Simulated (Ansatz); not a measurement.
Sb₂O₃ (Pccn, No. 56)

The numbers are results of r²SCAN (PAW; Ansatz, a program for electronic structure), not measurements.

Settings: plane-wave cutoff 500 eV, 8×4×8 k mesh (along the axes of the cell as run), Fermi–Dirac smearing 0.05 eV, scalar-relativistic PAW data made under PBE.

Cell: relaxed at this level.

| Property | Result |
|---|---|
| equilibrium volume per atom | 17.12 Å³/atom |
| band gap | 2.66 eV (on the SCF k mesh) |

Note: the relaxation could not lower the start's symmetry, so the cell can be a saddle point above a distorted one.

Spin–orbit coupling is not included.

It cost roughly 50 core-minutes of CPU time.
